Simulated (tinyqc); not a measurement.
Worked calculation: UHF in the sto-3g basis, for CH2, spin multiplicity 3. One step of it, computed by the program tinyqc.

Problem. Iteration 2: building the Fock matrix. J_ij = sum D_kl (ij|kl) with D = D(alpha) + D(beta), K_ij = sum D_kl (ik|jl) for each spin; F = H + J - K(s); E = tr D H + tr D J / 2 - 0.5 sum_s tr D(s) K(s) + E_nn.

D(alpha) after iteration 1:
```
            1C 1s      1C 2s    1C 2px     1C 2py     1C 2pz      2H 1s      3H 1s
1C 1s    1.067676  -0.282274  0.000000   0.000000   0.001764   0.019876   0.019876
1C 2s   -0.282274   1.188785  0.000000   0.000000   0.007811  -0.109529  -0.109529
1C 2px   0.000000   0.000000  1.000000   0.000000   0.000000   0.000000   0.000000
1C 2py   0.000000   0.000000  0.000000   0.915152   0.000000  -0.034378   0.034378
1C 2pz   0.001764   0.007811  0.000000   0.000000   0.945522  -0.013519  -0.013519
2H 1s    0.019876  -0.109529  0.000000  -0.034378  -0.013519   0.138052  -0.015550
3H 1s    0.019876  -0.109529  0.000000   0.034378  -0.013519  -0.015550   0.138052
```

D(beta) after iteration 1:
```
            1C 1s      1C 2s    1C 2px     1C 2py     1C 2pz      2H 1s      3H 1s
1C 1s    1.048377  -0.201781  0.000000   0.000000  -0.104252   0.009587   0.009587
1C 2s   -0.201781   0.853912  0.000000   0.000000   0.446932  -0.068840  -0.068840
1C 2px   0.000000   0.000000  0.000000   0.000000   0.000000   0.000000   0.000000
1C 2py   0.000000   0.000000  0.000000   0.895706   0.000000  -0.036626   0.036626
1C 2pz  -0.104252   0.446932  0.000000   0.000000   0.234431  -0.040598  -0.040598
2H 1s    0.009587  -0.068840  0.000000  -0.036626  -0.040598   0.143891  -0.035796
3H 1s    0.009587  -0.068840  0.000000   0.036626  -0.040598  -0.035796   0.143891
```

core Hamiltonian H = T + V (hartree):
```
             1C 1s      1C 2s     1C 2px     1C 2py     1C 2pz      2H 1s      3H 1s
1C 1s   -18.652449  -4.499367   0.000000   0.000000  -0.016631  -0.907198  -0.907198
1C 2s    -4.499367  -5.592358   0.000000   0.000000  -0.177212  -2.128496  -2.128496
1C 2px    0.000000   0.000000  -4.473473   0.000000   0.000000   0.000000   0.000000
1C 2py    0.000000   0.000000   0.000000  -4.614782   0.000000  -1.467180   1.467180
1C 2pz   -0.016631  -0.177212   0.000000   0.000000  -4.546349  -1.095171  -1.095171
2H 1s    -0.907198  -2.128496   0.000000  -1.467180  -1.095171  -3.374026  -0.611323
3H 1s    -0.907198  -2.128496   0.000000   1.467180  -1.095171  -0.611323  -3.374026
```

Two-electron integrals (ij|kl) in chemists' order, unique and non-zero (hartree):
```
(11|11) 3.541948    (21|11) 0.576921    (21|21) 0.111888    (22|11) 0.854682
(22|21) 0.205284    (22|22) 0.624709    (31|31) 0.020296    (32|31) 0.030858
(32|32) 0.137996    (33|11) 0.852436    (33|21) 0.205335    (33|22) 0.624568
(33|33) 0.672833    (41|41) 0.020296    (42|41) 0.030858    (42|42) 0.137996
(43|43) 0.036269    (44|11) 0.852436    (44|21) 0.205335    (44|22) 0.624568
(44|33) 0.600295    (44|44) 0.672833    (51|51) 0.020296    (52|51) 0.030858
(52|52) 0.137996    (53|53) 0.036269    (54|54) 0.036269    (55|11) 0.852436
(55|21) 0.205335    (55|22) 0.624568    (55|33) 0.600295    (55|44) 0.600295
(55|55) 0.672833    (61|11) 0.115744    (61|21) 0.022319    (61|22) 0.040897
(61|33) 0.040757    (61|41) 0.001102    (61|42) 0.002058    (61|44) 0.041044
(61|51) 0.000792    (61|52) 0.001478    (61|54) 0.000206    (61|55) 0.040905
(61|61) 0.004552    (62|11) 0.284773    (62|21) 0.069348    (62|22) 0.233081
(62|33) 0.227425    (62|41) 0.005361    (62|42) 0.037370    (62|44) 0.238475
(62|51) 0.003850    (62|52) 0.026837    (62|54) 0.007935    (62|55) 0.233124
(62|61) 0.014439    (62|62) 0.115192    (63|31) 0.006961    (63|32) 0.036992
(63|43) 0.007255    (63|53) 0.005210    (63|63) 0.013941    (64|11) 0.199326
(64|21) 0.049158    (64|22) 0.175191    (64|33) 0.166382    (64|41) 0.010265
(64|42) 0.062992    (64|44) 0.188627    (64|51) 0.002373    (64|52) 0.018671
(64|54) 0.010765    (64|55) 0.170372    (64|61) 0.010703    (64|62) 0.102800
(64|64) 0.104017    (65|11) 0.143143    (65|21) 0.035302    (65|22) 0.125810
(65|33) 0.119485    (65|41) 0.002373    (65|42) 0.018671    (65|44) 0.125040
(65|51) 0.008665    (65|52) 0.050401    (65|54) 0.011244    (65|55) 0.132769
(65|61) 0.007686    (65|62) 0.073824    (65|64) 0.064687    (65|65) 0.060395
(66|11) 0.438444    (66|21) 0.108584    (66|22) 0.415443    (66|33) 0.393504
(66|41) 0.010392    (66|42) 0.097801    (66|44) 0.436584    (66|51) 0.007463
(66|52) 0.070234    (66|54) 0.030938    (66|55) 0.415721    (66|61) 0.022920
(66|62) 0.261676    (66|64) 0.257685    (66|65) 0.185052    (66|66) 0.774606
(71|11) 0.115744    (71|21) 0.022319    (71|22) 0.040897    (71|33) 0.040757
(71|41) -0.001102   (71|42) -0.002058   (71|44) 0.041044    (71|51) 0.000792
(71|52) 0.001478    (71|54) -0.000206   (71|55) 0.040905    (71|61) 0.004422
(71|62) 0.013630    (71|64) 0.009210    (71|65) 0.007266    (71|66) 0.021270
(71|71) 0.004552    (72|11) 0.284773    (72|21) 0.069348    (72|22) 0.233081
(72|33) 0.227425    (72|41) -0.005361   (72|42) -0.037370   (72|44) 0.238475
(72|51) 0.003850    (72|52) 0.026837    (72|54) -0.007935   (72|55) 0.233124
(72|61) 0.013630    (72|62) 0.083618    (72|64) 0.053522    (72|65) 0.052196
(72|66) 0.148996    (72|71) 0.014439    (72|72) 0.115192    (73|31) 0.006961
(73|32) 0.036992    (73|43) -0.007255   (73|53) 0.005210    (73|63) 0.009510
(73|73) 0.013941    (74|11) -0.199326   (74|21) -0.049158   (74|22) -0.175191
(74|33) -0.166382   (74|41) 0.010265    (74|42) 0.062992    (74|44) -0.188627
(74|51) -0.002373   (74|52) -0.018671   (74|54) 0.010765    (74|55) -0.170372
(74|61) -0.009210   (74|62) -0.053522   (74|64) -0.025764   (74|65) -0.032764
(74|66) -0.088187   (74|71) -0.010703   (74|72) -0.102800   (74|74) 0.104017
(75|11) 0.143143    (75|21) 0.035302    (75|22) 0.125810    (75|33) 0.119485
(75|41) -0.002373   (75|42) -0.018671   (75|44) 0.125040    (75|51) 0.008665
(75|52) 0.050401    (75|54) -0.011244   (75|55) 0.132769    (75|61) 0.007266
(75|62) 0.052196    (75|64) 0.032764    (75|65) 0.041428    (75|66) 0.098732
(75|71) 0.007686    (75|72) 0.073824    (75|74) -0.064687   (75|75) 0.060395
(76|11) 0.074980    (76|21) 0.018361    (76|22) 0.064735    (76|33) 0.062806
(76|44) 0.064584    (76|51) 0.001640    (76|52) 0.012509    (76|55) 0.066750
(76|61) 0.003748    (76|62) 0.029416    (76|64) 0.022746    (76|65) 0.020681
(76|66) 0.063734    (76|71) 0.003748    (76|72) 0.029416    (76|74) -0.022746
(76|75) 0.020681    (76|76) 0.009309    (77|11) 0.438444    (77|21) 0.108584
(77|22) 0.415443    (77|33) 0.393504    (77|41) -0.010392   (77|42) -0.097801
(77|44) 0.436584    (77|51) 0.007463    (77|52) 0.070234    (77|54) -0.030938
(77|55) 0.415721    (77|61) 0.021270    (77|62) 0.148996    (77|64) 0.088187
(77|65) 0.098732    (77|66) 0.272986    (77|71) 0.022920    (77|72) 0.261676
(77|74) -0.257685   (77|75) 0.185052    (77|76) 0.063734    (77|77) 0.774606
```

nuclear repulsion = 5.61916328 hartree

Give: Coulomb J; exchange K(alpha); exchange K(beta); F(alpha); F(beta); total energy of this density.

Solution.

Coulomb J (hartree):
```
          1C 1s   1C 2s  1C 2px   1C 2py  1C 2pz   2H 1s    3H 1s
1C 1s   12.0466  2.3422  0.0000   0.0000  0.0227  0.4695   0.4695
1C 2s    2.3422  5.3676  0.0000   0.0000  0.1223  1.9772   1.9772
1C 2px   0.0000  0.0000  5.3339   0.0000  0.0000  0.0000   0.0000
1C 2py   0.0000  0.0000  0.0000   5.4014  0.0000  1.4692  -1.4692
1C 2pz   0.0227  0.1223  0.0000   0.0000  5.3510  1.0813   1.0813
2H 1s    0.4695  1.9772  0.0000   1.4692  1.0813  3.4733   0.5462
3H 1s    0.4695  1.9772  0.0000  -1.4692  1.0813  0.5462   3.4733
```

exchange K(alpha) (hartree):
```
         1C 1s    1C 2s  1C 2px   1C 2py   1C 2pz   2H 1s    3H 1s
1C 1s   3.6474   0.6664  0.0000   0.0000   0.0014  0.1404   0.1404
1C 2s   0.6664   1.0670  0.0000   0.0000  -0.0162  0.3716   0.3716
1C 2px  0.0000   0.0000  0.8952   0.0000   0.0000  0.0000   0.0000
1C 2py  0.0000   0.0000  0.0000   0.8308   0.0000  0.2337  -0.2337
1C 2pz  0.0014  -0.0162  0.0000   0.0000   0.8592  0.1682   0.1682
2H 1s   0.1404   0.3716  0.0000   0.2337   0.1682  0.3229   0.0988
3H 1s   0.1404   0.3716  0.0000  -0.2337   0.1682  0.0988   0.3229
```

exchange K(beta) (hartree):
```
         1C 1s   1C 2s  1C 2px   1C 2py  1C 2pz   2H 1s    3H 1s
1C 1s   3.5979  0.6129  0.0000   0.0000  0.0098  0.1282   0.1282
1C 2s   0.6129  0.6797  0.0000   0.0000  0.2885  0.3092   0.3092
1C 2px  0.0000  0.0000  0.1592   0.0000  0.0000  0.0000   0.0000
1C 2py  0.0000  0.0000  0.0000   0.7233  0.0000  0.2200  -0.2200
1C 2pz  0.0098  0.2885  0.0000   0.0000  0.2945  0.1702   0.1702
2H 1s   0.1282  0.3092  0.0000   0.2200  0.1702  0.3038   0.0816
3H 1s   0.1282  0.3092  0.0000  -0.2200  0.1702  0.0816   0.3038
```

F(alpha) (hartree):
```
           1C 1s    1C 2s   1C 2px   1C 2py   1C 2pz    2H 1s    3H 1s
1C 1s   -10.2532  -2.8236   0.0000   0.0000   0.0047  -0.5781  -0.5781
1C 2s    -2.8236  -1.2918   0.0000   0.0000  -0.0387  -0.5229  -0.5229
1C 2px    0.0000   0.0000  -0.0348   0.0000   0.0000   0.0000   0.0000
1C 2py    0.0000   0.0000   0.0000  -0.0442   0.0000  -0.2317   0.2317
1C 2pz    0.0047  -0.0387   0.0000   0.0000  -0.0546  -0.1821  -0.1821
2H 1s    -0.5781  -0.5229   0.0000  -0.2317  -0.1821  -0.2236  -0.1639
3H 1s    -0.5781  -0.5229   0.0000   0.2317  -0.1821  -0.1639  -0.2236
```

F(beta) (hartree):
```
           1C 1s    1C 2s  1C 2px   1C 2py   1C 2pz    2H 1s    3H 1s
1C 1s   -10.2038  -2.7701  0.0000   0.0000  -0.0036  -0.5659  -0.5659
1C 2s    -2.7701  -0.9044  0.0000   0.0000  -0.3434  -0.4605  -0.4605
1C 2px    0.0000   0.0000  0.7013   0.0000   0.0000   0.0000   0.0000
1C 2py    0.0000   0.0000  0.0000   0.0634   0.0000  -0.2180   0.2180
1C 2pz   -0.0036  -0.3434  0.0000   0.0000   0.5101  -0.1840  -0.1840
2H 1s    -0.5659  -0.4605  0.0000  -0.2180  -0.1840  -0.2045  -0.1467
3H 1s    -0.5659  -0.4605  0.0000   0.2180  -0.1840  -0.1467  -0.2045
```

total energy of this density = -37.318268 hartree

This density is a damped mixture and is not idempotent.
